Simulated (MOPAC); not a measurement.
MOPAC input (PM3):

```
PM3 1SCF CHARGE=1 GEO-OK AUX(PRECISION=9) THREADS=1
H5N2

N    -0.05626900 1    0.65864200 1   -0.00485000 1
N     0.02549400 1   -0.78015400 1   -0.08501700 1
H     0.30108200 1    1.08680800 1    0.86074600 1
H    -1.03733100 1    0.93250700 1   -0.12356100 1
H    -0.50516400 1   -1.17373000 1    0.68773700 1
H     1.00160900 1   -1.05003500 1    0.00449900 1
H     0.45522500 1    1.05503400 1   -0.80035300 1
```

Output:

```
 *******************************************************************************
 **                                                                           **
 **                              MOPAC v23.2.5                                **
 **                                                                           **
 *******************************************************************************
 ** MOPAC's Digital Object Identifier: https://doi.org/10.5281/zenodo.6511958 **
 **                                                                           **
 ** Please cite the open-source release paper for use of this MOPAC version:  **
 ** J. E. Moussa and J. J. P. Stewart (2026)                                  **
 ** MOPAC: An open-source semiempirical molecular orbital program             **
 ** J. Open Source Softw., 11(119), 8025, https://doi.org/10.21105/joss.08025 **
 *******************************************************************************

                              PM3 CALCULATION RESULTS

 *******************************************************************************
 *  PM3        - The PM3 Hamiltonian to be used
 *  GEO-OK     - OVERRIDE INTERATOMIC DISTANCE AND OTHER SAFETY CHECKS
 *
 *
 *
 *                 CHARGE ON SYSTEM = +1
 *
 *
 *
 *  1SCF       - DO 1 SCF AND THEN STOP
 *  AUX        - OUTPUT AUXILIARY INFORMATION
 *******************************************************************************
PM3 1SCF CHARGE=1 GEO-OK AUX(PRECISION=9) THREADS=1
 H5N2

   ATOM   CHEMICAL          X               Y               Z
  NUMBER   SYMBOL      (ANGSTROMS)     (ANGSTROMS)     (ANGSTROMS)

     1       N         -0.05626900  *   0.65864200  *  -0.00485000  *
     2       N          0.02549400  *  -0.78015400  *  -0.08501700  *
     3       H          0.30108200  *   1.08680800  *   0.86074600  *
     4       H         -1.03733100  *   0.93250700  *  -0.12356100  *
     5       H         -0.50516400  *  -1.17373000  *   0.68773700  *
     6       H          1.00160900  *  -1.05003500  *   0.00449900  *
     7       H          0.45522500  *   1.05503400  *  -0.80035300  *

          CARTESIAN COORDINATES

    NO.       ATOM           X           Y           Z

     1         N         -0.0563      0.6586     -0.0049
     2         N          0.0255     -0.7802     -0.0850
     3         H          0.3011      1.0868      0.8607
     4         H         -1.0373      0.9325     -0.1236
     5         H         -0.5052     -1.1737      0.6877
     6         H          1.0016     -1.0500      0.0045
     7         H          0.4552      1.0550     -0.8004

  H: (PM3): J. J. P. STEWART, J. COMP. CHEM. 10, 209 (1989).
  N: (PM3): J. J. P. STEWART, J. COMP. CHEM. 10, 209 (1989).

           Empirical Formula: H5 N2  =     7 atoms

      MOLECULAR POINT GROUP   :   Cs

      RHF CALCULATION, NO. OF DOUBLY OCCUPIED LEVELS = 7

 -------------------------------------------------------------------------------
 PM3 1SCF CHARGE=1 GEO-OK AUX(PRECISION=9) THREADS=1
 H5N2

     1SCF WAS SPECIFIED, SO BFGS WAS NOT USED
     SCF FIELD WAS ACHIEVED

                              PM3 CALCULATION
                                                       MOPAC v23.2.5 Linux

          FINAL HEAT OF FORMATION =        193.64296 KCAL/MOL =     810.20213 KJ/MOL

          COSMO AREA              =         68.86 SQUARE ANGSTROMS
          COSMO VOLUME            =         48.95 CUBIC ANGSTROMS

          IONIZATION POTENTIAL    =         17.052698 EV
          HOMO LUMO ENERGIES (EV) =        -17.053 -5.686
          NO. OF FILLED LEVELS    =          7
          MOLECULAR WEIGHT        =         33.0529         POINT GROUP:  Cs

          MOLECULAR DIMENSIONS (Angstroms)

            Atom       Atom       Distance
            H     6    H     4     2.84678
            H     5    H     7     2.69016
            H     3    N     2     1.66188

          SCF CALCULATIONS        =          1

   ATOM   CHEMICAL          X               Y               Z
  NUMBER   SYMBOL      (ANGSTROMS)     (ANGSTROMS)     (ANGSTROMS)

     1       N         -0.05626900  *   0.65864200  *  -0.00485000  *
     2       N          0.02549400  *  -0.78015400  *  -0.08501700  *
     3       H          0.30108200  *   1.08680800  *   0.86074600  *
     4       H         -1.03733100  *   0.93250700  *  -0.12356100  *
     5       H         -0.50516400  *  -1.17373000  *   0.68773700  *
     6       H          1.00160900  *  -1.05003500  *   0.00449900  *
     7       H          0.45522500  *   1.05503400  *  -0.80035300  *

                             CARTESIAN COORDINATES

   1    N       -0.056269000     0.658642000    -0.004850000
   2    N        0.025494000    -0.780154000    -0.085017000
   3    H        0.301082000     1.086808000     0.860746000
   4    H       -1.037331000     0.932507000    -0.123561000
   5    H       -0.505164000    -1.173730000     0.687737000
   6    H        1.001609000    -1.050035000     0.004499000
   7    H        0.455225000     1.055034000    -0.800353000

           Empirical Formula: H5 N2  =     7 atoms

      MOLECULAR POINT GROUP   :   Cs

                  EIGENVALUES
 -40.78337 -31.39933 -24.97389 -24.60317 -23.18017 -21.10883 -17.05270  -5.68636
  -4.20576  -3.68704  -3.64757  -1.85555  -1.79652

              NET ATOMIC CHARGES AND DIPOLE CONTRIBUTIONS

  ATOM NO.   TYPE          CHARGE      No. of ELECS.   s-Pop       p-Pop
    1          N           0.754990        4.2450     1.15277     3.09224
    2          N          -0.093693        5.0937     1.49970     3.59400
    3          H           0.019438        0.9806     0.98056
    4          H           0.052664        0.9473     0.94734
    5          H           0.106968        0.8930     0.89303
    6          H           0.106968        0.8930     0.89303
    7          H           0.052665        0.9473     0.94734
 DIPOLE           X         Y         Z       TOTAL
 POINT-CHG.    -0.049     2.324     0.314     2.346
 HYBRID         0.519     0.461     1.229     1.412
 SUM            0.471     2.785     1.543     3.219

          ATOMIC ORBITAL ELECTRON POPULATIONS

     Atom    s        px        py        pz
    1  N   1.15277   1.04636   1.02330   1.02259
    2  N   1.49970   1.17268   0.89441   1.52691
    3  H   0.98056
    4  H   0.94734
    5  H   0.89303
    6  H   0.89303
    7  H   0.94734

 **********************
 *                    *
 * JOB ENDED NORMALLY *
 *                    *
 **********************

 == MOPAC DONE ==
```

The dipole moment of an ion depends on the origin.

The geometry given is a B3LYP-D3(BJ)/def2-TZVP minimum.
